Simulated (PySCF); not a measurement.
Gas-phase reaction: 2 CH2CF2 + C2H6 = 2 CH3CHF2 + C2H2 (acetylene)

Energies from PySCF (xtb for GFN2), thermal terms from the rigid-rotor harmonic-oscillator model, ideal gas at 1 bar. † marks an energy on the PBE0/def2-TZVP geometry and frequencies; other levels use their own. MP2 and CCSD(T) freeze the core. 6-31G* has spherical d functions here. All species are closed-shell singlets. MP2 isn't extrapolated to the basis-set limit. CCSD(T) isn't extrapolated to the basis-set limit.

```
level                ΔH°(298 K), kJ
-------------------  --------------
CCSD(T)/def2-TZVPP†               8
GFN2-xTB                        ___
HF/6-31G*                       ___
HF/def2-TZVP†                     1
MP2/def2-TZVPP†                 ___
PBE/def2-SVP                     68
PBE0/def2-QZVP†                  38
PBE0/def2-TZVP                   40
r2SCAN/def2-TZVP†               ___
ωB97M-V/def2-TZVP†               21
```

Task: Some entries are withheld; supply them.

Result: 
- GFN2-xTB, ΔH°(298 K), kJ: 34
- HF/6-31G*, ΔH°(298 K), kJ: 10
- MP2/def2-TZVPP†, ΔH°(298 K), kJ: -1
- r2SCAN/def2-TZVP†, ΔH°(298 K), kJ: 38
